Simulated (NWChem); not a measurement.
Everything below was run with NWChem. System: Cl2, charge 1, spin multiplicity 4, at the geometry of a parent with another charge or spin, in a state set for the comparison that need not be this species' ground state. Its SCF solution wasn't tested for a lower state. Level: ROCCSD(T)/def2-TZVP, 10 core orbitals frozen.

Job file:

```
start mol
memory heap 100 mb stack 700 mb global 1900 mb
charge 1
geometry units angstroms nocenter noautoz
  Cl     0.000000     0.000000     0.979924
  Cl     0.000000     0.000000    -0.979924
  symmetry group D2h
end
basis spherical
  * library def2-tzvp
end
scf
  rohf
  nopen 3
  maxiter 100
  thresh 1e-7
  semidirect memsize 60000000 filesize 0
  # guess.movecs holds the orbitals of an unrestricted PBE0 run
  vectors input guess.movecs output mol.movecs
end
tce
  freeze core 10
  ccsd(t)
  2eorb
  2emet 13
  thresh 1e-6
  maxiter 100
  tilesize 24
end
task tce energy
```

Output (cleaned and shortened):

```
             Northwest Computational Chemistry Package (NWChem) 7.3.0
             --------------------------------------------------------

                                NWChem Input Module
                                -------------------

 Scaling coordinates for geometry "geometry" by  1.889725989
 (inverse scale =  0.529177249)

 Turning off AUTOSYM since
 SYMMETRY directive was detected!

                             Geometry "geometry" -> ""
                             -------------------------

 Output coordinates in angstroms (scale by  1.889725989 to convert to a.u.)

  No.       Tag          Charge          X              Y              Z
 ---- ---------------- ---------- -------------- -------------- --------------
    1 Cl                  17.0000     0.00000000     0.00000000     0.97992400
    2 Cl                  17.0000     0.00000000     0.00000000    -0.97992400

 Effective nuclear repulsion energy (a.u.)      78.0326969035

            Nuclear Dipole moment (a.u.)
            ----------------------------
        X                 Y               Z
 ---------------- ---------------- ----------------
     0.0000000000     0.0000000000     0.0000000000

      Symmetry information
      --------------------

 Group name             D2h
 Group number             26
 Group order               8
 No. of unique centers     1

      Symmetry unique atoms

     1


 Summary of "ao basis" -> "" (spherical)
 ------------------------------------------------------------------------------
       Tag                 Description            Shells   Functions and Types
 ---------------- ------------------------------  ------  ---------------------
 *                         def2-tzvp                  on all atoms

 Summary of "ao basis" -> "ao basis" (spherical)
 ------------------------------------------------------------------------------
       Tag                 Description            Shells   Functions and Types
 ---------------- ------------------------------  ------  ---------------------
 Cl                        def2-tzvp                13       37   5s5p2d1f
[...]
       Number of AO shells :    26
        Use of symmetry is : on
      Symmetry adaption is : on
         Schwarz screening : 0.10D-09

          Correlation Information
          -----------------------
          Calculation type : Coupled-cluster singles & doubles w/ perturbation
   Perturbative correction : (T)
            Max iterations :      100
        Residual threshold : 0.10D-05
     T(0) DIIS level shift : 0.00D+00
     L(0) DIIS level shift : 0.00D+00
     T(1) DIIS level shift : 0.00D+00
     L(1) DIIS level shift : 0.00D+00
     T(R) DIIS level shift : 0.00D+00
     T(I) DIIS level shift : 0.00D+00
   CC-T/L Amplitude update :  5-th order DIIS
                I/O scheme : Global Array Library
        L-threshold :  0.10D-05
        EOM-threshold :  0.10D-05
 no EOMCCSD initial starts read in
 TCE RESTART OPTIONS
 SLICE:      F
 D4D5:       F
 quantumc:   F
 qrotation:  F
 pwtce:      F
 qducc:      F
 nacto:                         0
 nrotv:                         0
 nrot:                          0

            Memory Information
            ------------------
          Available GA space size is     249025848 doubles
          Available MA space size is     104852804 doubles

 Maximum block size supplied by input
 Maximum block size        24 doubles

 tile_dim =     11

 -------------------------------------------------

 Global array virtual files algorithm will be used

 Parallel file system coherency ......... OK

 4-electron integrals stored in orbital form

 v2    file size   =           429643
 4-index algorithm nr.  13 is used
 imaxsize =       30
 imaxsize ichop =        0


CCSD iterations
 ---------------------------------------------------------
 Iter          Residuum       Correlation     Cpu    Wall
 ---------------------------------------------------------
    1   0.2522901663146  -0.4237222248554     1.1     1.1
    2   0.1098094307200  -0.3733546018822     1.1     1.1
    3   0.0754296070930  -0.4186241869321     1.1     1.1
    4   0.0448443978862  -0.3946293573069     1.1     1.1
    5   0.0304288844970  -0.4108098046522     1.1     1.1
    6   0.0015664383913  -0.4049128620645     1.1     1.1
    7   0.0005905923960  -0.4048257008347     1.1     1.1
    8   0.0002943401266  -0.4048236641652     1.1     1.1
    9   0.0001308989972  -0.4048230483594     1.2     1.2
   10   0.0000728676655  -0.4048260576591     1.2     1.2
   11   0.0000156924025  -0.4048277235525     1.1     1.1
   12   0.0000063430858  -0.4048260421888     1.1     1.1
   13   0.0000032749939  -0.4048275990694     1.1     1.1
   14   0.0000018717052  -0.4048269175605     1.1     1.1
   15   0.0000010971575  -0.4048274142285     1.1     1.1
   16   0.0000001972059  -0.4048272769099     1.1     1.1
 -----------------------------------------------------------------
 Iterations converged
 CCSD correlation energy / hartree =        -0.404827276909945
 CCSD total energy / hartree       =      -918.863943742361471

 Singles contributions

 Doubles contributions
    17b2g (beta )    16b3g (beta ) ---    15b2u (beta )    14b3u (beta )        0.1402938856
 CCSD(T)
 Using plain CCSD(T) code
             total no. of tasks        12127
 total no. of tasks / no. procs        12127
                         wl_min            1           1.0
                         wl_max        10648           4.7
        thresh for no. of tasks        12127

 CCSD[T]  correction energy / hartree =        -0.025479700317144
 CCSD[T] correlation energy / hartree =        -0.430306977227089
 CCSD[T] total energy / hartree       =      -918.889423442678662
 CCSD(T)  correction energy / hartree =        -0.025605714265816
 CCSD(T) correlation energy / hartree =        -0.430432991175762
 CCSD(T) total energy / hartree       =      -918.889549456627265

 Task  times  cpu:       27.5s     wall:       27.5s

 Total times  cpu:       27.6s     wall:       27.6s
```
